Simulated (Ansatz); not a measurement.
`CCC(C)C#N` + `C/C=C/CC` → `C/C=C/C(C)C` + `CC(C)C#N`  (formal exchange of groups at a C–C bond)

Computed with Ansatz on PBE0-D4/def2-TZVP structures; ΔE is electronic, products minus reactants. CCSD(T)/CBS is the MP2 limit (def2-TZVPP, def2-QZVPP) plus CCSD(T) − MP2 in def2-TZVPP, frozen cores. Double bonds are as drawn, so ΔE can hold a change between cis and trans. Functionals use def2-TZVPP. B3LYP here is the variant with VWN-RPA as its local correlation; programs differ in this. HSE06 is defined as in plane-wave codes. One conformer a species, not always the lowest.

Problem. Is it downhill or uphill in electronic energy at CCSD(T)/CBS, and by how much? (Best estimate.)

Solution. Ansatz gave: Nearly level: ΔE = -1.8 kJ/mol.

Problem. What do these levels give: LDA (SPW92), B3LYP-D4, HSE06-D4, PBE-QIDH, PBE, r2SCAN, r2SCANh, MP2/def2-SVP, CCSD(T)/def2-SVP, HF/def2-TZVPP, MP2/def2-TZVPP, HF/def2-QZVPP? (Best estimate.)

Solution. Computed: LDA (SPW92) -3.1, B3LYP-D4 0.0, HSE06-D4 0.0, PBE-QIDH -1.0, PBE 1.5, r2SCAN -0.7, r2SCANh -0.6, MP2/def2-SVP -1.8, CCSD(T)/def2-SVP -1.1, HF/def2-TZVPP 3.8, MP2/def2-TZVPP -3.2, HF/def2-QZVPP 3.9 kJ/mol.

Largest T1 diagnostic among the species: 0.011.

In def2-TZVPP, CCSD(T) changes the Hartree–Fock value by −5.9 kJ/mol (the triples alone add −0.9 kJ/mol) and MP2 by −6.9 kJ/mol. Leaving LDA and LC-ωPBE aside and taking each functional with its dispersion term where it has one, the values, not all of them listed here, spread over 2.0 kJ/mol, from revPBE-D4 to B2PLYP. LDA lies −4.6 kJ/mol from PBE without D4.
